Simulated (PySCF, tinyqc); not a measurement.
Worked calculation: RKS/LDA (VWN5) in the sto-3g basis, for OH-, spin multiplicity 1. The basis has no diffuse functions, so it cannot describe the extra electron: this is an exercise in the method, not the real anion. The lowest restricted solution is unstable here: a spin-polarised one lies 0.0027 hartree lower (PySCF). One step of it, computed by the program tinyqc.

Task: Iteration 1: building the Kohn-Sham matrix. J_ij = sum D_kl (ij|kl); F = H + J + V_xc; E = tr D H + tr D J / 2 + E_xc + E_nn.

D at the start:
```
            1O 1s      1O 2s    1O 2px    1O 2py     1O 2pz      2H 1s
1O 1s    2.113104  -0.478751  0.000000  0.000000   0.017429  -0.066910
1O 2s   -0.478751   2.030317  0.000000  0.000000  -0.064896   0.214038
1O 2px   0.000000   0.000000  2.000000  0.000000   0.000000   0.000000
1O 2py   0.000000   0.000000  0.000000  2.000000   0.000000   0.000000
1O 2pz   0.017429  -0.064896  0.000000  0.000000   1.954408   0.123547
2H 1s   -0.066910   0.214038  0.000000  0.000000   0.123547   0.031410
```

core Hamiltonian H = T + V (hartree):
```
             1O 1s      1O 2s     1O 2px     1O 2py     1O 2pz      2H 1s
1O 1s   -31.931559  -7.425961   0.000000   0.000000  -0.005082  -0.333243
1O 2s    -7.425961  -8.560080   0.000000   0.000000  -0.064112  -0.920875
1O 2px    0.000000   0.000000  -6.757627   0.000000   0.000000   0.000000
1O 2py    0.000000   0.000000   0.000000  -6.757627   0.000000   0.000000
1O 2pz   -0.005082  -0.064112   0.000000   0.000000  -6.785741  -0.780701
2H 1s    -0.333243  -0.920875   0.000000   0.000000  -0.780701  -2.992268
```

Two-electron integrals (ij|kl) in chemists' order, unique and non-zero (hartree):
```
(11|11) 4.785065   (21|11) 0.741380   (21|21) 0.136873   (22|11) 1.118947
(22|21) 0.256633   (22|22) 0.817206   (31|31) 0.024477   (32|31) 0.037809
(32|32) 0.180518   (33|11) 1.115814   (33|21) 0.256684   (33|22) 0.817023
(33|33) 0.880159   (41|41) 0.024477   (42|41) 0.037809   (42|42) 0.180518
(43|43) 0.047444   (44|11) 1.115814   (44|21) 0.256684   (44|22) 0.817023
(44|33) 0.785270   (44|44) 0.880159   (51|51) 0.024477   (52|51) 0.037809
(52|52) 0.180518   (53|53) 0.047444   (54|54) 0.047444   (55|11) 1.115814
(55|21) 0.256684   (55|22) 0.817023   (55|33) 0.785270   (55|44) 0.785270
(55|55) 0.880159   (61|11) 0.033349   (61|21) 0.006110   (61|22) 0.011403
(61|33) 0.011387   (61|44) 0.011387   (61|51) 0.000257   (61|52) 0.000488
(61|55) 0.011437   (61|61) 0.000276   (62|11) 0.103032   (62|21) 0.024025
(62|22) 0.087840   (62|33) 0.086335   (62|44) 0.086335   (62|51) 0.001750
(62|52) 0.014999   (62|55) 0.090762   (62|61) 0.001093   (62|62) 0.013209
(63|31) 0.002224   (63|32) 0.013986   (63|53) 0.002940   (63|63) 0.001669
(64|41) 0.002224   (64|42) 0.013986   (64|54) 0.002940   (64|64) 0.001669
(65|11) 0.086030   (65|21) 0.020285   (65|22) 0.079332   (65|33) 0.076164
(65|44) 0.076164   (65|51) 0.003392   (65|52) 0.025711   (65|55) 0.085580
(65|61) 0.000949   (65|62) 0.014542   (65|65) 0.017498   (66|11) 0.315683
(66|21) 0.074706   (66|22) 0.314296   (66|33) 0.305961   (66|44) 0.305961
(66|51) 0.004988   (66|52) 0.061426   (66|55) 0.330818   (66|61) 0.003395
(66|62) 0.067654   (66|65) 0.086307   (66|66) 0.774606
```

nuclear repulsion = 2.53043496 hartree

V_xc (hartree):
```
            1O 1s      1O 2s     1O 2px     1O 2py     1O 2pz      2H 1s
1O 1s   -2.838791  -0.422049   0.000000   0.000000   0.000358  -0.019095
1O 2s   -0.422049  -0.837366   0.000000   0.000000   0.002074  -0.076525
1O 2px   0.000000   0.000000  -0.837922   0.000000   0.000000   0.000000
1O 2py   0.000000   0.000000   0.000000  -0.837922   0.000000   0.000000
1O 2pz   0.000358   0.002074   0.000000   0.000000  -0.837617  -0.063329
2H 1s   -0.019095  -0.076525   0.000000   0.000000  -0.063329  -0.192485
```

E_xc = sum of w rho eps_xc = -9.36465724 hartree

Give: Coulomb J; Kohn-Sham matrix F; total energy of this density.

Result:

Coulomb J (hartree):
```
          1O 1s    1O 2s  1O 2px  1O 2py   1O 2pz   2H 1s
1O 1s   18.3881   3.5018  0.0000  0.0000  -0.0023  0.1564
1O 2s    3.5018   8.7083  0.0000  0.0000  -0.0075  0.9051
1O 2px   0.0000   0.0000  8.7003  0.0000   0.0000  0.0000
1O 2py   0.0000   0.0000  0.0000  8.7003   0.0000  0.0000
1O 2pz  -0.0023  -0.0075  0.0000  0.0000   8.7010  0.8053
2H 1s    0.1564   0.9051  0.0000  0.0000   0.8053  3.1704
```

Kohn-Sham matrix F (hartree):
```
           1O 1s    1O 2s  1O 2px  1O 2py   1O 2pz    2H 1s
1O 1s   -16.3822  -4.3462  0.0000  0.0000  -0.0071  -0.1960
1O 2s    -4.3462  -0.6891  0.0000  0.0000  -0.0695  -0.0923
1O 2px    0.0000   0.0000  1.1048  0.0000   0.0000   0.0000
1O 2py    0.0000   0.0000  0.0000  1.1048   0.0000   0.0000
1O 2pz   -0.0071  -0.0695  0.0000  0.0000   1.0776  -0.0388
2H 1s    -0.1960  -0.0923  0.0000  0.0000  -0.0388  -0.0143
```

total energy of this density = -72.671055 hartree
